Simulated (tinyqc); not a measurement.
Geometry optimisation on the RHF/sto-6g surface (energies and gradients from PySCF), for H2O, spin multiplicity 1, step by step. Computed by tinyqc, a small Python program that keeps every step (integrals from PySCF). Settings: charge = 0, multiplicity = 1, basis = sto-6g, optimiser = bfgs, first Hessian = 0.6, largest step = 0.3, iteration cap = 30. Command: `OMP_NUM_THREADS=1 python tinyqc.py 26936 26937 out.jsonl` (the two numbers bound the seeds that draw the settings). One thread of a shared host (Intel(R) Xeon(R) Processor @ 2.60GHz), about 1 s of CPU time with the checks.

## Step 1: energy and gradient

positions at the start (bohr):
```
            x          y         z
1O  -0.007559  -0.009449  0.047243
2H  -0.001890   1.271786  1.092262
3H  -0.030236  -1.320919  1.050688
```

Self-consistent energy and analytic gradient at these positions.

energy = -75.64739749 hartree

gradient (hartree/bohr):
```
              x            y            z
1O  -0.00185249  -0.00530255   0.22039155
2H  -0.00062858  -0.13896077  -0.11165686
3H   0.00248107   0.14426333  -0.10873469
```

## Step 1: move

Quasi-Newton step p = -H^(-1) g (first H = 0.6 times the unit matrix); steps longer than 0.3 bohr are cut back (factor 0.535 here).

positions after step 1 (bohr):
```
            x          y          z
1O  -0.005906  -0.004717  -0.149424
2H  -0.001329   1.395788   1.191899
3H  -0.032450  -1.449653   1.147718
```

## Step 2: energy and gradient

As before.

energy = -75.67694373 hartree

gradient (hartree/bohr):
```
              x            y            z
1O   0.00059917   0.00221235  -0.07060696
2H  -0.00007990   0.01862712   0.03513542
3H  -0.00051927  -0.02083948   0.03547154
```

## Step 2: move

inverse Hessian in use (bohr^2/hartree), lower triangle:
```
           1          2          3          4          5          6          7         8
1   1.666632
2  -0.000109   1.666324
3   0.004056   0.012897   1.185868
4  -0.000005  -0.000019   0.000644   1.666667
5  -0.001994  -0.006520   0.236164  -0.000215   1.559999
6  -0.002041  -0.006494   0.241941  -0.000321  -0.118610   1.544926
7   0.000040   0.000128  -0.004700   0.000005   0.002209   0.002362   1.666622
8   0.002103   0.006862  -0.249060   0.000234   0.113188   0.125104  -0.002337  1.546617
9  -0.002015  -0.006402   0.238858  -0.000322  -0.117554  -0.120200   0.002337  0.123956

          9
9  1.548009
```

Quasi-Newton step p = -H^(-1) g (the inverse Hessian comes from BFGS updates; coordinates in the order x, y, z of each atom); steps longer than 0.3 bohr are cut back.

positions after step 2 (bohr):
```
            x          y          z
1O  -0.006394  -0.006773  -0.092290
2H  -0.001119   1.394117   1.163797
3H  -0.032172  -1.445926   1.118685
```

## Convergence

Stop when the largest gradient component is below 3e-5 hartree/bohr. The inverse Hessian follows the BFGS update with s = step, y = change of gradient.

Course of the optimisation:
```
step   E (hartree)  largest gradient (hartree/bohr)
1     -75.64739749                         2.20e-01
2     -75.67694373                         7.06e-02
3     -75.68088982                         1.91e-02
4     -75.68118906                         2.58e-03
5     -75.68119654                         1.66e-03
6     -75.68119972                         7.26e-04
7     -75.68120041                         2.01e-05
```

Final distances (angstrom):
```
pair   distance
2H-1O  0.986365
3H-1O  0.986354
3H-2H  1.511208
```

Converged in 7 steps.
